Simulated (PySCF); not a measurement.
Stretching Cl₂

Set-up: basis Cl def2-TZVPP; no relativity; PySCF 2.14. Energies in eV from Cl + Cl in their ground configurations at the same level. State: ¹Σg⁺ (singlet), closed shell.

All columns are PBE0.

```
R (Å)  E (eV)  HOMO (eV)  LUMO (eV)  Mayer bond order  ⟨S²⟩
1.709  -1.302      -7.82      -0.23              1.26  0.00
1.788  -2.019      -8.10      -1.08              1.21  0.00
1.868  -2.407      -8.34      -1.91              1.16  0.00
1.927  -2.541      -8.51      -2.49              1.14  0.00
1.987  -2.576      -8.66      -3.04              1.12  0.00
2.047  -2.536      -8.80      -3.55              1.10  0.00
2.126  -2.397      -8.97      -4.17              1.08  0.00
2.225  -2.133      -9.15      -4.85              1.06  0.00
2.345  -1.742      -9.33      -5.54              1.04  0.00
2.504  -1.177      -9.53      -6.28              1.03  0.00
```
